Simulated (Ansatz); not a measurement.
The same path of CH5B + FH (9 atoms, charge 0, multiplicity 1) was run twice with different band settings. Lost on the way: B1–H2, F8–H9. Made: B1–F8, H2–H9.

All numbers below come from RKS B3LYP-D4/cc-pVDZ in Ansatz.

Relaxed end points:

```xyz
9
Properties=species:S:1:pos:R:3
B 0.081 -0.121 0.041
H 0.133 -0.436 1.217
C 1.397 -0.057 -0.801
H 1.590 -1.100 -1.132
H 1.309 0.543 -1.721
H 2.290 0.260 -0.240
H -1.001 -0.166 -0.492
F -0.100 1.924 0.735
H -0.110 1.555 1.592
```

```xyz
9
Properties=species:S:1:pos:R:3
B 0.000 0.659 -0.579
H 0.092 -0.387 2.370
C 1.396 0.062 -0.929
H 1.461 -1.009 -0.675
H 1.519 0.114 -2.029
H 2.238 0.607 -0.473
H -1.048 0.085 -0.766
F -0.092 1.900 -0.072
H 0.022 0.370 2.351
```

Common settings: movable images 7; climbing image yes; spring 5.0 eV/Å²; start path through a guess of the saddle point; force threshold 0.05 eV/Å; iteration limit 60; end points relaxed.

| run | optimiser | largest step |
| --- | --- | --- |
| 1 | quadratic models (default) | default |
| 2 | fire | 0.02 Å |

Task: What does each run give, and how far can it be trusted?

Result: Run 1: converged after 16 iterations, highest image 0.443 eV above the first end. A vibrational analysis at the climbing image gives one clearly imaginary mode, 1104i cm⁻¹: a first-order saddle point.
Run 2: converged after 41 iterations, highest image 0.444 eV above the first end. Another band between the same ends (7 images) ends at a top of the same energy, where a vibrational analysis finds 1 clearly imaginary mode.
The orbitals stay closed-shell, which can raise the energy where a bond breaks towards radicals; this wasn't checked here.
